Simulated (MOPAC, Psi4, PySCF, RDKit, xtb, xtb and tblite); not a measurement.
Conformational energy of SMILES COC=O. Scanned: dihedral C1–O2–C3–O4; all other coordinates were relaxed at B3LYP-D3(BJ)/def2-SVP. Points at φ and −φ are mirror images.

Geometry of the scan point at -60° (Å):
```
8

C      1.0182    -0.1428     0.2214
O     -0.2778    -0.6966     0.4438
C     -1.2947     0.1509     0.7210
O     -1.3363     0.8961     1.6565
H      1.2425     0.6480     0.9548
H      1.7451    -0.9576     0.3330
H      1.0868     0.2660    -0.8008
H     -2.1560    -0.0315     0.0389
```

- GFN2-xTB, on its own relaxed geometries (the stored frames are those of B3LYP-D3(BJ)/def2-SVP) (xtb and tblite)
- MMFF94 // B3LYP-D3(BJ)/def2-SVP (RDKit)
- PBE0/def2-TZVP // B3LYP-D3(BJ)/def2-SVP (Psi4)
- PBE0-D3(BJ)/def2-TZVP // B3LYP-D3(BJ)/def2-SVP (Psi4)
- PBE/def2-TZVP // B3LYP-D3(BJ)/def2-SVP (Psi4)
- PBE-D3(BJ)/def2-TZVP // B3LYP-D3(BJ)/def2-SVP (Psi4)
- M06-2X/def2-TZVP // B3LYP-D3(BJ)/def2-SVP (Psi4)
- MP2/cc-pVTZ = DF-MP2 (frozen core)/cc-pVTZ // B3LYP-D3(BJ)/def2-SVP in Psi4
- HF/cc-pVTZ // B3LYP-D3(BJ)/def2-SVP (Psi4)
- UFF // B3LYP-D3(BJ)/def2-SVP (RDKit)
- PM7, restricted, heats of formation // B3LYP-D3(BJ)/def2-SVP (MOPAC)
- PM6, restricted, heats of formation // B3LYP-D3(BJ)/def2-SVP (MOPAC)
- GFN1-xTB // B3LYP-D3(BJ)/def2-SVP (xtb)
- RKS-B3LYP/6-31G* = PySCF with restricted B3LYP/6-31G*, spherical d // B3LYP-D3(BJ)/def2-SVP
- RKS-M06-2X/6-31G* = restricted M06-2X/6-31G*, spherical d // B3LYP-D3(BJ)/def2-SVP in PySCF
- RHF/STO-3G = restricted Hartree-Fock/STO-3G // B3LYP-D3(BJ)/def2-SVP (PySCF 2.14.0)
- RMP2/3-21G = restricted MP2 (frozen core)/3-21G // B3LYP-D3(BJ)/def2-SVP (PySCF)

Least-squares fit of E(φ) = a0 + Σ (a_n cos nφ + b_n sin nφ), n = 1 to 4, to the 12 scan points, in kJ/mol above the lowest point of each profile (levels whose profile four harmonics don't fit are not listed):

| method | a0 | a1 | b1 | a2 | b2 | a3 | b3 | a4 | b4 | rms of fit |
|---|---|---|---|---|---|---|---|---|---|---|
| GFN2-xTB | 36.34 | -9.61 | 0.00 | -28.04 | 0.00 | -0.92 | 0.00 | 2.54 | 0.00 | 0.35 |
| MMFF94 | 35.99 | -9.14 | 0.00 | -24.60 | 0.00 | -3.81 | 0.00 | 1.36 | 0.00 | 0.27 |
| PBE0/def2-TZVP | 32.83 | -7.40 | 0.00 | -23.96 | 0.00 | -1.96 | 0.00 | 0.86 | 0.00 | 0.22 |
| PBE0-D3(BJ)/def2-TZVP | 32.98 | -7.50 | 0.00 | -23.97 | 0.00 | -2.00 | 0.00 | 0.86 | 0.00 | 0.22 |
| PBE/def2-TZVP | 32.93 | -6.68 | 0.00 | -25.28 | 0.00 | -1.71 | 0.00 | 1.17 | 0.00 | 0.28 |
| PBE-D3(BJ)/def2-TZVP | 33.14 | -6.80 | 0.00 | -25.32 | 0.00 | -1.76 | 0.00 | 1.17 | 0.00 | 0.28 |
| M06-2X/def2-TZVP | 33.48 | -8.96 | 0.00 | -22.62 | 0.00 | -2.26 | 0.00 | 0.70 | 0.00 | 0.20 |
| MP2/cc-pVTZ | 34.29 | -8.77 | 0.00 | -23.73 | 0.00 | -2.26 | 0.00 | 0.77 | 0.00 | 0.18 |
| HF/cc-pVTZ | 31.04 | -9.35 | 0.00 | -19.59 | 0.00 | -2.31 | 0.00 | 0.37 | 0.00 | 0.17 |
| UFF | 8.01 | 0.92 | 0.00 | -9.54 | 0.00 | -0.60 | 0.00 | 1.49 | 0.00 | 1.12 |
| PM7 | 34.35 | -19.58 | 0.00 | -15.39 | 0.00 | -0.12 | 0.00 | 0.87 | 0.00 | 0.18 |
| PM6 | 36.81 | -19.14 | 0.00 | -19.46 | 0.00 | 0.87 | 0.00 | 1.17 | 0.00 | 0.17 |
| GFN1-xTB | 37.12 | -13.71 | 0.00 | -23.87 | 0.00 | -0.27 | 0.00 | 1.33 | 0.00 | 0.35 |
| RKS-B3LYP/6-31G* | 33.53 | -8.47 | 0.00 | -23.74 | 0.00 | -1.80 | 0.00 | 0.94 | 0.00 | 0.26 |
| RKS-M06-2X/6-31G* | 34.90 | -9.72 | 0.00 | -23.22 | 0.00 | -2.28 | 0.00 | 0.75 | 0.00 | 0.25 |
| RHF/STO-3G | 24.12 | -7.69 | 0.00 | -13.88 | 0.00 | -3.04 | 0.00 | 0.56 | 0.00 | 0.29 |
| RMP2/3-21G | 33.09 | -10.84 | 0.00 | -20.82 | 0.00 | -1.53 | 0.00 | 0.76 | 0.00 | 0.38 |
